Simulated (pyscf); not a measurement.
`[OH][Sc]([OH])[SH]` + `[OH2]` → `[OH][Sc]([OH])[OH]` + `[SH2]`, a four-centre exchange (singlet surface; S–Sc, H–O broken, O–Sc, H–S formed). PySCF, gas phase, ωB97X-D3(BJ)/def2-SVP geometries. Energies in eV from the separated reactants.

Small-basis levels: PySCF, no dispersion term, spherical d functions. AM1 to PM7: differences of heats of formation from MOPAC, which are fitted to 298 K values and so differ in kind from electronic energies by zero-point and thermal terms. GFN2-xTB: tblite. Cost: rough CPU time at the saddle relative to B3LYP/6-31G*+LANL2DZ, from one job on a shared machine.

```tsv
level	barrier	reaction energy	cost
PBE/6-31G*+LANL2DZ	-0.92	-0.42	2
B3LYP/STO-3G	-2.24	-0.53	0.6
B3LYP/6-31G*+LANL2DZ	-0.76	-0.48	1
B3LYP/6-311+G**+LANL2DZ	-0.53	-0.27	1
PBE/def2-SVP	-1.01	-0.25	2
GFN2-xTB	-0.71	-0.21	under 0.02
PM7	0.13	-1.92	under 0.02
ωB97M-D3(BJ)/def2-TZVP	-0.58	-0.21	–
```

Against the last row the barrier runs from -1.66 (B3LYP/STO-3G) to +0.71 eV (PM7). ωB97M-D3(BJ)/def2-TZVP has limits of its own. On the reactant side the descent ends in an adduct with a O–Sc contact, 1.17 eV under the separated species and 0.53 eV under the saddle at ωB97X-D3(BJ)/def2-TZVP. On the product side the descent ends in an adduct with a S–Sc contact, 0.78 eV under the separated species and 0.20 eV under the saddle at ωB97X-D3(BJ)/def2-TZVP. At ωB97M-D3(BJ) the saddle lies under the separated reactants, which points to a path from their complex (located at ωB97X-D3(BJ) alone). At ωB97M-D3(BJ) the saddle lies under the separated products, which points to a path from their complex (located at ωB97X-D3(BJ) alone). What is counted as formed (O–Sc) is already present as a longer contact in the reactant adduct; forming that adduct is a step of its own. What is counted as broken (S–Sc) persists as a longer contact in the product adduct; parting that adduct is a step of its own. One saddle was located; it need not be the lowest between these sides.
